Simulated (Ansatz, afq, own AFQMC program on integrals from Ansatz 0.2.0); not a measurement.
# Ge$_{2}$, triplet in cc-pVDZ, levels against CCSDT(Q)

```xyz
2

Ge    0.0000    0.0000    0.0000
Ge    0.0000    0.0000    2.3831
```

Basis cc-pVDZ. Noble-gas cores (and the filled d shells of Ga–Kr and In–Xe) are frozen. Ansatz 0.2.0 and our own AFQMC program on the same integrals; the CISD trial comes from CCSD amplitudes, and released means the phaseless constraint is let go. Free projection: walkers drawn from exp(T), propagated without any constraint. Its projection time is finite, and what remains of the start isn't in its error. ± is one standard error of the sampling. No spin–orbit coupling.

Determinant: UHF, the one that the program's search chose, which needn't be the lowest solution. The geometry is a PBE0/def2-TZVP stationary point of this or a neighbouring charge and spin state.

No full CI on the walks' own integrals is used here; CCSDT(Q) serves as the reference and is uncertain by about the last step of the cluster series.

Cautions: no relativity below Rb; no spin-orbit coupling; inner d shell frozen; lower spins were not checked.

- T1 diagnostic: 0.0162
- weight of the determinant in the CISD state: 0.872
- ⟨S²⟩ of the determinant: 2.011
- size of the correlated space: 8 electrons in 26 orbitals

```tsv
level	correlation energy (eV)
MP2	-3.2220
CCSD	-3.9844
CCSD(T)	-4.1588
```

(1) Estimate where free-projection AFQMC lies against CCSD(T) on the same integrals.

(1) 1.46 ± 0.39 mEh below CCSD(T).

Reference: CCSDT(Q), correlation energy -4.210 eV. The released energy is read at 2.40 1/Eh (meV from the phaseless value at times in 1/Eh: -22 ± 16 at 0.24, -15 ± 10 at 0.51, -22 ± 9 at 0.99, -20 ± 10 at 1.62, -16 ± 10 at 2.40).

```csv
level,E − E(reference) (mEh),share of correlation (%)
CCSD(T),1.87,98.79
CCSDT,0.51,99.67
ph-AFQMC/HF,6.51 ± 1.01,95.79
ph-AFQMC/CISD,1.19 ± 0.33,99.23
released AFQMC,0.58 ± 0.38,99.62
free AFQMC,0.41 ± 0.39,99.74
```

Free projections are given only where their last times agree within the noise and don't stop above the reference; a slow remainder of the start can still hide under it. A walk keeps the symmetry of its determinant, which the program's search chose and which needn't be the lowest solution, so a lower state of the same spin and another symmetry isn't excluded. Released energies are given only where the last usable release times agree within the noise; a slower fall can still hide under it.
